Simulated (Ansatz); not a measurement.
A nudged elastic band was laid between two geometries of AlH3O2 + H2 (8 atoms, charge 0, multiplicity 1).

Computed with RKS PBE0/6-31G* (Ansatz).

```yaml
movable_images: 7
climbing_image: yes
spring: 5.0 eV/Å²
optimiser: quadratic models (default)
start_path: through a guess of the saddle point
force_threshold: 0.05 eV/Å
iteration_limit: 60
end_points: relaxed
```

Image 0:

```xyz
8
Properties=species:S:1:pos:R:3
Al -0.124 -0.522 -0.140
O 0.115 -0.352 1.547
H -0.633 -0.159 2.120
O 1.230 -0.887 -1.107
H 2.098 -1.000 -0.707
H -1.531 -0.362 -0.840
H 0.005 2.958 1.550
H 0.110 2.221 1.579
```

Image 8:

```xyz
8
Properties=species:S:1:pos:R:3
Al 0.059 0.476 -0.156
O 0.017 0.152 1.864
H -0.874 -0.133 2.117
O 1.557 -0.181 -0.710
H 1.562 -1.098 -1.000
H -1.293 -0.364 -0.408
H 0.036 2.076 -0.059
H 0.207 0.967 2.352
```

Q: Which bonds break or form, and what moves?

A: Bonds broken: H7–H8. Bonds formed: Al1–H7, O2–H8. AlH3O2 + H2 becomes AlH5O2.

Q: Give the energies along the band, and the barrier.

A: It converged. The highest image is number 5 of 0 to 8, 107.1 kJ/mol above the first end and 76.6 kJ/mol above the last; the last end lies 30.6 kJ/mol above the first. A vibrational analysis at the climbing image gives 2 clearly imaginary modes (1301i, 243i cm⁻¹): a point of higher order, so a lower path passes nearby. The orbitals stay closed-shell, which can raise the energy where a bond breaks towards radicals; this wasn't checked here.

```json
{"image": "0", "path coordinate (Å)": "0.00", "energy (kJ/mol)": "0.0", "H7–H8 (Å)": "0.74", "Al1–H7 (Å)": "3.87", "O2–H8 (Å)": "2.57"}
{"image": "1", "path coordinate (Å)": "0.59", "energy (kJ/mol)": "0.4", "H7–H8 (Å)": "0.75", "Al1–H7 (Å)": "3.51", "O2–H8 (Å)": "2.62"}
{"image": "2", "path coordinate (Å)": "1.18", "energy (kJ/mol)": "1.2", "H7–H8 (Å)": "0.75", "Al1–H7 (Å)": "3.09", "O2–H8 (Å)": "2.69"}
{"image": "3", "path coordinate (Å)": "1.77", "energy (kJ/mol)": "6.3", "H7–H8 (Å)": "0.75", "Al1–H7 (Å)": "2.52", "O2–H8 (Å)": "2.35"}
{"image": "4", "path coordinate (Å)": "2.36", "energy (kJ/mol)": "35.5", "H7–H8 (Å)": "0.77", "Al1–H7 (Å)": "2.12", "O2–H8 (Å)": "1.88"}
{"image": "5", "path coordinate (Å)": "2.95", "energy (kJ/mol)": "107.1", "H7–H8 (Å)": "1.06", "Al1–H7 (Å)": "1.78", "O2–H8 (Å)": "1.25"}
{"image": "6", "path coordinate (Å)": "3.42", "energy (kJ/mol)": "61.1", "H7–H8 (Å)": "1.62", "Al1–H7 (Å)": "1.65", "O2–H8 (Å)": "1.00"}
{"image": "7", "path coordinate (Å)": "3.89", "energy (kJ/mol)": "37.1", "H7–H8 (Å)": "2.14", "Al1–H7 (Å)": "1.61", "O2–H8 (Å)": "0.97"}
{"image": "8", "path coordinate (Å)": "4.37", "energy (kJ/mol)": "30.6", "H7–H8 (Å)": "2.66", "Al1–H7 (Å)": "1.60", "O2–H8 (Å)": "0.97"}
```

Q: What is the geometry of the highest image?

A: 
```xyz
8
Properties=species:S:1:pos:R:3:forces:R:3
Al -0.025 0.203 -0.019 0.02 0.01 0.02
O 0.074 0.057 1.851 0.00 0.01 -0.01
H -0.750 -0.150 2.317 0.01 0.00 -0.01
O 1.417 -0.193 -0.846 -0.03 -0.02 0.00
H 1.851 -1.045 -0.771 0.01 0.01 -0.01
H -1.482 -0.090 -0.574 0.00 0.01 0.00
H 0.104 1.868 0.593 0.01 -0.01 0.00
H 0.082 1.245 1.450 -0.02 -0.01 0.00
```

Time of the run: 3.4 min on 1 thread of Arm Neoverse V1, with other jobs on the host, peak memory 0.12 GiB.
